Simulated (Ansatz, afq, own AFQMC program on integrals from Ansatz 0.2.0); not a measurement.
AFQMC on a folder of integrals that Ansatz 0.2.0 wrote.

```yaml
crystal:
  periodic: [false, false, false]
  atoms:
    - {symbol: N, position_ang: [-0.031501, 0.000001, 0.775533]}
    - {symbol: C, position_ang: [0.070814, -0.000001, -0.703585]}
    - {symbol: H, position_ang: [-0.203041, -0.930186, -1.196548]}
    - {symbol: H, position_ang: [-0.203042, 0.930183, -1.196550]}
basis:
  gaussian: {orbitals: cc-pVDZ}
magnetization: {spin_polarized: true, initial_magnetization: 3}
correlation: {method: ccsd_t, electrons: outside_noble_gas, hamiltonian_folder: ham}
```

```sh
$ ansatz run in.yaml --threads 1 --pin off --events-out ev --progress --plain --max-ram 1382MiB
```

Options of the walk:

```
--method free --trial cisd --walkers 60 --time-step 0.03 --max-blocks 80 --target-error 0.0004 --factor-cut 1e-05 --seed 2386 --times 0,0.21,0.42,0.81,1.2,1.8,2.4,3 --taylor-order 8
```

Times are imaginary, in 1/Eh. The walk had a cap of 1161 s.

Output of the walk:

```
orbitals 36  electrons 7 4  factors 279 of 355
reference energy -93.35124079 Eh
CCSD correlation -0.24189661 Eh in 13 cycles, weight of the determinant in the CISD state 0.9094
repeat  energy at the last time / Eh  error
    10  -93.601719  0.001133
    20  -93.601070  0.000905
    30  -93.599334  0.000746
    40  -93.598953  0.000680
    50  -93.599132  0.000589
    60  -93.598996  0.000503
    70  -93.598923  0.000449
    80  -93.599138  0.000416
time / (1/Eh)  energy / Eh  error  mean overlap
  0.00  -93.592990  0.000135  1.0989
  0.21  -93.596438  0.000168  1.0951
  0.42  -93.597813  0.000174  1.0954
  0.81  -93.598795  0.000167  1.1077
  1.20  -93.599144  0.000207  1.0992
  1.80  -93.599504  0.000292  1.0929
  2.40  -93.599524  0.000357  1.0813
  3.00  -93.599138  0.000416  1.0869
energy -93.599138 +/- 0.000416 Eh
```

The run passed its tests (error under three times the target), which doesn't prove that it has relaxed.

Against this walk (error 11.3 meV) on the same determinant: CCSD(T) 25.8 meV higher, CCSDT(Q) 4.1 meV lower (within the noise). The error is statistical, and a free projection of finite length keeps a remainder of its start.

Cautions: remainder of the start not in the error; lower spins were not checked.

The walk took 3.8 min on 1 thread of Arm Neoverse V1 (shared host). The log's last line is the free-projection energy.

CCSDT and higher add their correlation energy to the determinant of the CCSD(T) run, since their own runs factorise the integrals more tightly (a shift of under 2 meV). A walk keeps the symmetry of its determinant, which the program's search chose and which needn't be the lowest solution, so a lower state of the same spin and another symmetry isn't excluded.
